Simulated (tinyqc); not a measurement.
Worked calculation: LCCD on RHF in the sto-3g basis, frozen core, for HF, spin multiplicity 1. One step of it, computed by the program tinyqc.

Problem. LCCD: starting amplitudes. t_ij^ab = <ij||ab> / (e_i + e_j - e_a - e_b), whose energy is MP2.

orbital energies (hartree): MO1 -25.916084, MO2 -1.430606, MO3 -0.529735, MO4 -0.462039, MO5 -0.462039, MO6 0.464050

Two-electron integrals over orbitals (pq|rs), unique and non-zero (hartree); the lowest 1 orbital is frozen and left out:
```
(22|22) 0.863359    (32|22) -0.038494   (32|32) 0.147120    (33|22) 0.722184
(33|32) -0.027671   (33|33) 0.714100    (42|42) 0.185957    (43|42) -0.034876
(43|43) 0.040387    (44|22) 0.887729    (44|32) -0.073643   (44|33) 0.712164
(44|44) 0.997514    (52|52) 0.185957    (53|52) -0.034876   (53|53) 0.040387
(54|54) 0.053770    (55|22) 0.887729    (55|32) -0.073643   (55|33) 0.712164
(55|44) 0.889973    (55|55) 0.997514    (62|22) -0.106102   (62|32) -0.064247
(62|33) -0.027181   (62|44) -0.104120   (62|55) -0.104120   (62|62) 0.092996
(63|22) -0.205905   (63|32) 0.089937    (63|33) -0.106379   (63|44) -0.224164
(63|55) -0.224164   (63|62) 0.046473    (63|63) 0.207622    (64|42) -0.034890
(64|43) -0.019299   (64|64) 0.030148    (65|52) -0.034890   (65|53) -0.019299
(65|65) 0.030148    (66|22) 0.658377    (66|32) 0.057197    (66|33) 0.661515
(66|44) 0.637601    (66|55) 0.637601    (66|62) -0.060465   (66|63) -0.020805
(66|66) 0.695217
```

Give: Starting amplitudes; correlation energy.

Solution.

Starting amplitudes (spin orbitals 1a, 1b, ...; amplitudes related by a flip of all spins are not repeated):
```
from      to        t
3a 3b  6a 6b  -0.1045
2a 2b  6a 6b  -0.0245
5a 5b  6a 6b  -0.0163
4a 4b  6a 6b  -0.0163
2a 3b  6a 6b  -0.0161
```

correlation energy = -0.026447 hartree
